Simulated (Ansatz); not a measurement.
## CH₅SSi, SMILES CS[SiH2]: a composite energy at a relaxed geometry

Run with the Python package of Ansatz (0.2.0).

`ch5ssi.py`
```python
"""Relax CH5SSi cheaply, then refine its energy."""

import itertools

import ansatz as az
from ase import Atoms
from ase.data import atomic_numbers, covalent_radii
import numpy as np

atoms = Atoms(["C", "S", "Si", "H", "H", "H", "H", "H"], positions=[
    (-0.8527, 0.9344, -0.2519),
    (0.6316, 0.7553, 0.657),
    (1.3148, -1.1557, -0.0213),
    (-1.5422, 0.199, -0.0244),
    (-0.7089, 0.9708, -1.3584),
    (-1.3469, 1.9567, 0.0048),
    (2.3692, -1.6507, 0.9787),
    (0.2273, -2.0669, -0.0403),
])
mol = az.Crystal.molecule_from_ase(atoms)

model = (
    mol.calculation()
    .basis(gaussian="def2-SVP")
    .functional("r2scan", dispersion="d4")
    .spin("collinear", total=1)
)
symbols = [site.symbol for site in mol.cartesian_sites]
start = np.array([site.position_ang for site in mol.cartesian_sites], dtype=float)
data = model.relax(force_tolerance=0.01).run(threads=1).report
end = np.array(data["positions_ang"])
# pairs closer than 1.2 times the sum of covalent radii, before or after
radius = [covalent_radii[atomic_numbers[s]] for s in symbols]
span = lambda where, i, j: np.linalg.norm(where[i] - where[j])
bonded = [(i, j) for i, j in itertools.combinations(range(len(symbols)), 2) if min(span(start, i, j), span(end, i, j)) < 1.2 * (radius[i] + radius[j])]
print("pair        before    after (A)")
for i, j in bonded:
    print(f"{symbols[i]}{i}-{symbols[j]}{j}".ljust(10), f"{span(start, i, j):8.4f} {span(end, i, j):8.4f}")

minimum = az.Crystal.molecule()
for symbol, place in zip(symbols, end):
    minimum = minimum.atom(symbol, place.tolist())
at_minimum = minimum.calculation().spin("collinear", total=1)
# MP2 extrapolated to the basis limit, plus the small-basis difference CCSD(T) - MP2
level = lambda method, basis: at_minimum.basis(gaussian=basis).correlation(method).run(threads=1).report
small, large, cluster = level("mp2", "cc-pVDZ"), level("mp2", "cc-pVTZ"), level("ccsd_t", "cc-pVDZ")
corr = lambda each: (each["free_energy_ev"] - each["reference_energy_ev"]) / 27.211386246
mp2_limit = (27 * corr(large) - 8 * corr(small)) / 19
pieces = {"HF / cc-pVTZ": large["reference_energy_ev"] / 27.211386246, "MP2 correlation, DZ-TZ limit": mp2_limit, "CCSD(T) - MP2 / cc-pVDZ": corr(cluster) - corr(small)}
for name, value in pieces.items():
    print(f"{name:32s} {value:14.6f} Ha")
print(f"{'sum':32s} {sum(pieces.values()):14.6f} Ha")
print("T1 diagnostic", round(cluster["correlation"]["coupled_cluster"]["t1_diagnostic"], 4))
```

```console
$ python ch5ssi.py
pair        before    after (A)
C0-S1        1.7497   1.8306
C0-H3        1.0334   1.0997
C0-H4        1.1164   1.0992
C0-H5        1.1641   1.0985
S1-Si2       2.1398   2.1388
Si2-H6       1.5352   1.4957
Si2-H7       1.4189   1.5033
HF / cc-pVTZ                        -727.268877 Ha
MP2 correlation, DZ-TZ limit          -0.500967 Ha
CCSD(T) - MP2 / cc-pVDZ               -0.061172 Ha
sum                                 -727.831016 Ha
T1 diagnostic 0.0153
```

What to keep in mind:
- Total energies depend on the basis set; only differences at equal settings carry meaning.
- The sum leaves out core correlation, relativity, the Hartree-Fock basis error and zero-point energy; a DZ-TZ extrapolation is rough.
- The species is open-shell (spin multiplicity 2).
- Inner cores stay frozen, so this is valence correlation.
- For Al to Cl the sets with a tight d function, cc-pV(X+d)Z, are usual.
- An extrapolation from small basis sets is rough.
- Wall time of the script: 80 s on 1 thread of Arm Neoverse V2 (shared host), peak memory 0.44 GiB.
